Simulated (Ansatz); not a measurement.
# C4H9FO: up Jacob's ladder to CCSD(T)

The task here is to estimate one member of a computed series from the others.

Method: functionals in def2-TZVPP, the program's frozen cores in correlated methods; program: Ansatz 0.2.0, Gaussian basis.

The runs, in order: LDA (SPW92), PBE-D4, revPBE-D4, BLYP-D4, r2SCAN-D4, B97M-V, PBE0-D4, B3LYP-D4, r2SCANh-D4, r2SCAN0-D4, HSE06-D4, BHLYP-D4, CAM-B3LYP-D4, LC-ωPBE, ωB97X-V, ωB97M-V, B2PLYP, PBE-QIDH; CCSD(T)/def2-SVP; CCSD(T)/def2-TZVPP; MP2/def2-QZVPP; extrapolation to the limit; RPA on PBE.

## Structure used throughout

The geometry comes from an earlier relaxation with PBE0-D4 in a triple-zeta def2 set; it is a stationary point, not always the lowest conformer.

SMILES `CCOCCF`, 15 atoms, charge 0, spin multiplicity 1.

Atoms are counted from 1 here; the program's logs count them from 0.

Bond lengths: C1–C2 1.506 Å, C1–H7 1.092 Å, C1–H8 1.092 Å, C1–H9 1.092 Å, C2–O3 1.408 Å, C2–H10 1.101 Å, C2–H11 1.101 Å, O3–C4 1.399 Å, C4–C5 1.510 Å, C4–H12 1.100 Å, C4–H13 1.100 Å, C5–F6 1.381 Å, C5–H14 1.093 Å, C5–H15 1.093 Å. Angles: C2–C1–H7 110.3°, C2–C1–H8 110.6°, C2–C1–H9 110.6°, H7–C1–H8 108.5°, H7–C1–H9 108.5°, H8–C1–H9 108.3°, C1–C2–O3 108.8°, C1–C2–H10 110.7°, C1–C2–H11 110.7°, O3–C2–H10 109.7°, O3–C2–H11 109.7°, H10–C2–H11 107.1°, C2–O3–C4 112.9°, O3–C4–C5 107.3°, O3–C4–H12 111.2°, O3–C4–H13 111.2°, C5–C4–H12 109.7°, C5–C4–H13 109.7° and more.

Coordinates:

```xyz
15

C    -1.3028   -0.5311    1.9739
C    -1.1383   -0.2827    0.4972
O     0.2146    0.0026    0.2322
C     0.4641    0.2472   -1.1223
C     1.9392    0.5360   -1.2621
F     2.2272    0.7807   -2.5905
H    -2.3460   -0.7551    2.2062
H    -1.0021    0.3476    2.5474
H    -0.6889   -1.3758    2.2923
H    -1.4527   -1.1636   -0.0830
H    -1.7664    0.5608    0.1721
H     0.1963   -0.6228   -1.7405
H    -0.1186    1.1067   -1.4861
H     2.2184    1.4171   -0.6781
H     2.5341   -0.3186   -0.9292
```

Set-up of the first run:

File in.yaml:

```yaml
crystal:
  periodic: [false, false, false]
  atoms:
    - {symbol: C, position_ang: [-1.302775, -0.531130, 1.973865]}
    - {symbol: C, position_ang: [-1.138309, -0.282671, 0.497162]}
    - {symbol: O, position_ang: [0.214602, 0.002566, 0.232177]}
    - {symbol: C, position_ang: [0.464107, 0.247207, -1.122283]}
    - {symbol: C, position_ang: [1.939181, 0.536049, -1.262114]}
    - {symbol: F, position_ang: [2.227218, 0.780717, -2.590491]}
    - {symbol: H, position_ang: [-2.345991, -0.755102, 2.206160]}
    - {symbol: H, position_ang: [-1.002077, 0.347628, 2.547404]}
    - {symbol: H, position_ang: [-0.688912, -1.375752, 2.292273]}
    - {symbol: H, position_ang: [-1.452737, -1.163634, -0.083020]}
    - {symbol: H, position_ang: [-1.766380, 0.560788, 0.172102]}
    - {symbol: H, position_ang: [0.196268, -0.622772, -1.740465]}
    - {symbol: H, position_ang: [-0.118638, 1.106740, -1.486090]}
    - {symbol: H, position_ang: [2.218419, 1.417113, -0.678149]}
    - {symbol: H, position_ang: [2.534122, -0.318649, -0.929231]}
basis:
  gaussian: {orbitals: def2-TZVPP}
hamiltonian: {xc: lda}
output: {orbitals: {seedname: orbitals}}
```

Run with:

```sh
> ansatz run in.yaml --threads 8 --pin off --events-out ev --progress --plain --max-ram 18278MiB
```

Steps of the session up to this table: LDA; PBE-D4 (GGA); revPBE-D4 (GGA); BLYP-D4 (GGA); r2SCAN-D4 (meta-GGA); B97M-V (meta-GGA); B3LYP-D4 (hybrid); r2SCANh-D4 (hybrid); r2SCAN0-D4 (hybrid); HSE06-D4 (hybrid); BHLYP-D4 (hybrid); CAM-B3LYP-D4 (range-separated); LC-ωPBE (range-separated); ωB97X-V (range-separated); ωB97M-V (range-separated); B2PLYP (double hybrid); PBE-QIDH (double hybrid).

One table of the session follows, with a row left open; its other results are not shown here.

It belongs to the step «Frontier levels by functional». 

| functional | HOMO (eV) | LUMO (eV) | gap (eV) |
| --- | --- | --- | --- |
| LDA (SPW92) | -6.19 | 0.13 | 6.31 |
| PBE-D4 | -6.07 | 0.35 | 6.42 |
| revPBE-D4 | -6.02 | 0.44 | 6.46 |
| BLYP-D4 | -6.02 | 0.34 | 6.36 |
| r2SCAN-D4 | -6.40 | 0.98 | 7.38 |
| B97M-V | -6.59 | 0.51 | 7.10 |
| PBE0-D4 | -7.67 | 1.18 | 8.85 |
| B3LYP-D4 | -7.46 | 0.83 | 8.29 |
| r2SCANh-D4 | -7.00 | 1.27 | 8.27 |
| r2SCAN0-D4 | -7.91 | 1.65 | 9.56 |
| HSE06-D4 | -7.26 | 0.81 | 8.07 |
| BHLYP-D4 | -9.26 | 1.77 | 11.03 |
| CAM-B3LYP-D4 | -9.15 | 1.94 | 11.09 |
| LC-ωPBE | ? | ? | ? |
| ωB97X-V | -10.16 | 3.05 | 13.20 |
| ωB97M-V | -10.10 | 2.63 | 12.73 |

Estimate the missing values for LC-ωPBE.

**Answer.** HOMO (eV): -10.44; LUMO (eV): 3.25; gap (eV): 13.69. In the column «HOMO (eV)» it is the lowest.
